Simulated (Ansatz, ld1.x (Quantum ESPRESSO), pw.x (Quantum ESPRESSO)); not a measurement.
## pw.x on bcc W: one setting changed

Potential: PAW, ld1.x (Quantum ESPRESSO) 7.5, PBEsol; core [Kr] 4d10 4f14, reference 5s2 5p6 5d4 6s2 6p0; waves: 5s (bound): rcut 1.35, rcutus 1.75 bohr; 6s (bound): rcut 1.35, rcutus 1.75 bohr; 5p (bound): rcut 1.65, rcutus 1.75 bohr; 6p (bound, empty): rcut 1.65, rcutus 1.75 bohr; 5d (bound): rcut 2.05, rcutus 2.55 bohr; 5d channel at 2.35 Ry: rcut 2.05, rcutus 2.55 bohr; local part: all-electron potential smoothed inside 2.05 bohr (lloc = -2); core correction: Bessel-smoothed model core inside 1.36 bohr; augmentation: BESSEL, radius 1.05 bohr.

The reference run (k-mesh 15³, cutoffs 55/440 Ry, Fermi–Dirac 0.01 Ry, mixing_beta 0.4, conv_thr 1e-9, no spin) gives 1.90 GPa at 15.687 Å³/atom, where all-electron LAPW gives 0.22 GPa. This run, with its own iteration cap, changes degauss to 0.02.

```
&control
  calculation='scf', prefix='x', pseudo_dir='./', outdir='./tmp', tstress=.true., disk_io='none'
/
&system
  ibrav=0, nat=1, ntyp=1, ecutwfc=55, ecutrho=440, nbnd=15,
  occupations='smearing', smearing='fd', degauss=0.02
/
&electrons
  conv_thr=1e-09, mixing_beta=0.4, electron_maxstep=50
/
ATOMIC_SPECIES
W 1.0 W.UPF
CELL_PARAMETERS angstrom
  -1.57698163 1.57698163 1.57698163
  1.57698163 -1.57698163 1.57698163
  1.57698163 1.57698163 -1.57698163
ATOMIC_POSITIONS crystal
W 0.0000 0.0000 0.0000
K_POINTS automatic
15 15 15 0 0 0
```

```bash
pw.x < W.scf.in > W.scf.out
```

Task: How does the run end?

Result: It converges in 15 iterations; the free energy moves by -46.0 meV/atom and the pressure by +0.23 GPa. In a metal, with Fermi–Dirac smearing, F lies below its zero-width value by a term in the square of the width.

```
Message from routine setup:
     using ibrav=0 with symmetry is DISCOURAGED, use correct ibrav instead
     lattice parameter (alat)  =       5.1616  a.u.
     unit-cell volume          =     105.8611 (a.u.)^3
     number of electrons       =        14.00
     number of Kohn-Sham states=           15
     kinetic-energy cutoff     =      55.0000  Ry
     charge density cutoff     =     440.0000  Ry
     scf convergence threshold =      1.0E-09
     Exchange-correlation= SLA  PW   PSX  PSC
     number of k points=   120  Fermi-Dirac smearing, width (Ry)=  0.0200
     iteration #  1     ecut=    55.00 Ry     beta= 0.40
     negative rho (up, down):  5.105E-04 0.000E+00
     total energy              =    -750.81216849 Ry
     estimated scf accuracy    <       0.18984432 Ry
     iteration #  2     ecut=    55.00 Ry     beta= 0.40
     negative rho (up, down):  6.662E-03 0.000E+00
     total energy              =    -750.81384908 Ry
     estimated scf accuracy    <       0.04343490 Ry
     iteration #  3     ecut=    55.00 Ry     beta= 0.40
     negative rho (up, down):  1.418E-02 0.000E+00
     total energy              =    -750.81622746 Ry
     estimated scf accuracy    <       0.00323768 Ry
     [... 9 iterations left out ...]
     iteration # 13     ecut=    55.00 Ry     beta= 0.40
     negative rho (up, down):  1.717E-02 0.000E+00
     total energy              =    -750.81673940 Ry
     estimated scf accuracy    <       0.00000081 Ry
     iteration # 14     ecut=    55.00 Ry     beta= 0.40
     negative rho (up, down):  1.708E-02 0.000E+00
     total energy              =    -750.81673944 Ry
     estimated scf accuracy    <       0.00000005 Ry
     iteration # 15     ecut=    55.00 Ry     beta= 0.40
     negative rho (up, down):  1.709E-02 0.000E+00
     the Fermi energy is    22.3562 ev
!    total energy              =    -750.81673944 Ry
     estimated scf accuracy    <          7.8E-11 Ry
     smearing contrib. (-TS)   =      -0.00929721 Ry
     convergence has been achieved in  15 iterations
     negative rho (up, down):  1.709E-02 0.000E+00
          total   stress  (Ry/bohr**3)                   (kbar)     P=       21.32
     Message from routine punch:
     Nothing written, as per user request (disk_io='none')
```

The run took about 29 s on one core of a shared host (Neoverse-V1, 32 threads, 247 GiB, load 17).
